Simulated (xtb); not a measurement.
xtb input (GFN1-xTB):

```bash
xtb mol.xyz --gfn 1 --sp --chrg 0 --uhf 0
```
mol.xyz:
```
3

O      0.00702152     0.00134342     0.11666744
H     -0.04995842     0.75929218    -0.47415850
H     -0.00621371    -0.77003954    -0.45918106
```

Output:

```
           -------------------------------------------------
          |                Calculation Setup                |
           -------------------------------------------------

           -------------------------------------------------
          |                 G F N 1 - x T B                 |
           -------------------------------------------------

        Reference                      10.1021/acs.jctc.7b00118
      * Hamiltonian:
        H0-scaling (s, p, d)           1.850000    2.250000    2.000000
        zeta-weighting                 0.000000
      * Dispersion:
        s8                             2.400000
        a1                             0.630000
        a2                             5.000000
        s9                             0.000000
      * Repulsion:
        kExp                           1.500000
        rExp                           1.000000
      * Coulomb:
        alpha                          2.000000
        third order                    atomic
        anisotropic                    false
      * Halogen bond correction:
        rad-scale                      1.300000
        damping                        0.440000

          ...................................................
          :                      SETUP                      :
          :.................................................:
          :  # basis functions                   8          :
          :  # atomic orbitals                   8          :
          :  # shells                            6          :
          :  # electrons                         8          :
          :  # halogen bonds                     0          :
          :  max. iterations                   250          :
          :  Hamiltonian                  GFN1-xTB          :
          :  restarted?                      false          :
          :  GBSA solvation                  false          :
          :  PC potential                    false          :
          :  electronic temp.          300.0000000     K    :
          :  accuracy                    1.0000000          :
          :  -> integral cutoff          0.2500000E+02      :
          :  -> integral neglect         0.1000000E-07      :
          :  -> SCF convergence          0.1000000E-05 Eh   :
          :  -> wf. convergence          0.2000000E-04 e    :
          :  Broyden damping             0.4000000          :
          :  net charge                          0          :
          :  unpaired electrons                  0          :
          ...................................................

 iter      E             dE          RMSdq      gap      omega  full diag
   1     -5.8037811 -0.580378E+01  0.464E+00    9.82       0.0  T
   2     -5.8047355 -0.954433E-03  0.267E+00    9.47       1.0  T
   3     -5.8048125 -0.770210E-04  0.214E-01    9.21       1.0  T
   4     -5.8048502 -0.376846E-04  0.238E-03    9.31      24.3  T
   5     -5.8048502 -0.555623E-08  0.129E-05    9.30    4464.8  T
   6     -5.8048502 -0.284217E-13  0.647E-06    9.30    8929.1  T

   *** convergence criteria satisfied after 6 iterations ***

         #    Occupation            Energy/Eh            Energy/eV
      -------------------------------------------------------------
         1        2.0000           -0.7579656             -20.6253
         2        2.0000           -0.6110803             -16.6283
         3        2.0000           -0.5480918             -14.9143
         4        2.0000           -0.5000979             -13.6084 (HOMO)
         5                         -0.1581617              -4.3038 (LUMO)
         6                         -0.0507661              -1.3814
         7                          0.3301023               8.9825
         8                          0.4515586              12.2875
      -------------------------------------------------------------
                  HL-Gap            0.3419362 Eh            9.3046 eV
             Fermi-level           -0.3291298 Eh           -8.9561 eV

 SCC (total)                   0 d,  0 h,  0 min,  0.002 sec
 SCC setup                      ...        0 min,  0.000 sec (  4.801%)
 Dispersion                     ...        0 min,  0.000 sec (  1.662%)
 classical contributions        ...        0 min,  0.000 sec (  0.876%)
 integral evaluation            ...        0 min,  0.000 sec ( 18.611%)
 iterations                     ...        0 min,  0.001 sec ( 37.375%)
 molecular gradient             ...        0 min,  0.001 sec ( 28.248%)
 printout                       ...        0 min,  0.000 sec (  7.615%)

         :::::::::::::::::::::::::::::::::::::::::::::::::::::
         ::                     SUMMARY                     ::
         :::::::::::::::::::::::::::::::::::::::::::::::::::::
         :: total energy              -5.768684109028 Eh    ::
         :: gradient norm              0.009382937902 Eh/a0 ::
         :: HOMO-LUMO gap              9.304558653554 eV    ::
         ::.................................................::
         :: SCC energy                -5.804850236520 Eh    ::
         :: -> electrostatic           0.050155379386 Eh    ::
         :: repulsion energy           0.036303711105 Eh    ::
         :: dispersion energy         -0.000137583614 Eh    ::
         :: halogen bond corr.         0.000000000000 Eh    ::
         :: add. restraining           0.000000000000 Eh    ::
         :: total charge               0.000000000000 e     ::
         :::::::::::::::::::::::::::::::::::::::::::::::::::::

           -------------------------------------------------
          |                Property Printout                |
           -------------------------------------------------

    * Orbital Energies and Occupations

         #    Occupation            Energy/Eh            Energy/eV
      -------------------------------------------------------------
         1        2.0000           -0.7579656             -20.6253
         2        2.0000           -0.6110803             -16.6283
         3        2.0000           -0.5480918             -14.9143
         4        2.0000           -0.5000979             -13.6084 (HOMO)
         5                         -0.1581617              -4.3038 (LUMO)
         6                         -0.0507661              -1.3814
         7                          0.3301023               8.9825
         8                          0.4515586              12.2875
      -------------------------------------------------------------
                  HL-Gap            0.3419362 Eh            9.3046 eV
             Fermi-level           -0.3291298 Eh           -8.9561 eV

  Mulliken/CM5 charges         n(s)   n(p)   n(d)
     1O    -0.66821 -1.00018   1.694  4.974  0.000
     2H     0.33410  0.50009   0.666  0.000  0.000
     3H     0.33410  0.50009   0.666  0.000  0.000

Wiberg/Mayer (AO) data.
largest (>0.10) Wiberg bond orders for each atom

 ---------------------------------------------------------------------------
     #   Z sym  total        # sym  WBO       # sym  WBO       # sym  WBO
 ---------------------------------------------------------------------------
     1   8 O    1.789 --     3 H    0.895     2 H    0.895
     2   1 H    0.895 --     1 O    0.895
     3   1 H    0.895 --     1 O    0.895
 ---------------------------------------------------------------------------

Topologies differ in total number of bonds
Writing topology from bond orders to xtbtopo.mol

 dipole moment from electron density (au)
     X       Y       Z
  -0.0668  -0.0128  -1.1100  total (Debye):    2.827

           -------------------------------------------------
          | TOTAL ENERGY               -5.768684109028 Eh   |
          | GRADIENT NORM               0.009382937902 Eh/α |
Note: The following floating-point exceptions are signalling: IEEE_DENORMAL
normal termination of xtb
          | HOMO-LUMO GAP               9.304558653554 eV   |
           -------------------------------------------------

------------------------------------------------------------------------
------------------------------------------------------------------------
 total:
 SCF:
```
